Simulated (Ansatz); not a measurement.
in.yaml

```yaml
crystal:
  periodic: [false, false, false]
  atoms:
    - {symbol: In, position_ang: [0.050000, 0.300000, -2.216419]}
    - {symbol: H, position_ang: [0.000000, 0.000000, -2.516419]}
    - {symbol: H, position_ang: [0.000000, 0.000000, 2.516419]}
basis:
  gaussian: {orbitals: def2-TZVPP}
total_charge: 1
magnetization: {spin_polarized: false}
correlation: {method: bccd, electrons: outside_noble_gas}
accuracy: high
scf: {lower_state_search: off}
output: {forces: true}
```

```sh
$ ansatz run in.yaml --threads 1 --pin off --events-out ev --progress --plain --max-ram 2393MiB
```

What does the program do with this input?

Converged. The input was made wrong on purpose (atoms on top of each other), so the run isn't a sound calculation of what was asked.
```
these checks for a lower state are left out or cut short: starts, cluster_reference, orbital_swaps, neighbouring_geometries, increment
1136 factors; integrals over basis functions are off by at most 3.2e-9 eV
mean field evaluation 1: about -4977.5983 eV, gradient 2.2e1 eV
mean field evaluation 2: about -4977.6008 eV, gradient 2.2e1 eV
mean field evaluation 4: about -4981.2454 eV, gradient 1.3e1 eV
mean field evaluation 8: about -4982.9119 eV, gradient 5.2e-1 eV
mean field evaluation 16: about -4982.9282 eV, gradient 2.5e-8 eV
mean field -4982.92817537 eV, -183.1192328947 hartree, gradient 1.2e-8 eV, S^2 0.000000; 0 other end points of the search recorded, 0 dependent functions left out; unrestricted orbitals would lower it
9 core orbitals not correlated: weight in the atoms' cores, before any rotation towards them, 0.971 or more for the frozen orbitals, at most 0.003 for the correlated occupied ones
reference -4982.92817537 eV, -183.1192328947 hartree; 2, 2 occupied and 67, 67 virtual orbitals, 1136 factors
second order -3.62605685 eV of doubles, -0.00000000 eV of singles
cycle   1  -2.62942145 eV  change   -9.3e-1 eV  update   1.6e-1
cycle   2  -3.28835951 eV  change   -6.6e-1 eV  update   1.3e-1
cycle   3  -3.77292126 eV  change   -4.8e-1 eV  update   1.1e-1
cycle   4  -4.13771622 eV  change   -3.6e-1 eV  update   8.9e-2
cycle   5  -4.40850661 eV  change   -2.7e-1 eV  update   6.9e-2
...
cycle  25  -5.11300778 eV  change    4.0e-7 eV  update   3.1e-7
cycle  26  -5.11300776 eV  change    1.9e-8 eV  update   9.2e-8
cycle  27  -5.11300769 eV  change    7.5e-8 eV  update   2.9e-8
cycle  28  -5.11300768 eV  change    3.8e-9 eV  update   1.2e-8
cycle  29  -5.11300770 eV  change   -2.1e-8 eV  update   6.6e-9
cycle  30  -5.11300772 eV  change   -1.1e-8 eV  update   3.4e-9
cycle  31  -5.11300771 eV  change    4.3e-9 eV  update   1.6e-9
cycle  32  -5.11300771 eV  change    3.4e-9 eV  update  7.6e-10
cycle  33  -5.11300771 eV  change  -9.1e-10 eV  update  3.2e-10
cycle  34  -5.11300771 eV  change  -1.1e-10 eV  update  1.2e-10
WARN: these amplitudes may be one of several solutions (largest doubles amplitude 0.87, level shift 8.15 eV)
the calculation of the forces begins
Total energy: -4988.04118308 eV, -183.3071324623 hartree
Atom 0 at     0.050000     0.300000    -2.216419 Å, force   136.761792   820.570753   820.671678 eV/Å
Atom 1 at     0.000000     0.000000    -2.516419 Å, force  -136.762795  -820.576769  -820.640683 eV/Å
Atom 2 at     0.000000     0.000000     2.516419 Å, force     0.001003     0.006016    -0.030995 eV/Å
Dipole moment:     0.001353     0.008119    -0.070717 e Å
Checks for a lower state left out: starts, cluster_reference, orbital_swaps, neighbouring_geometries, increment
```
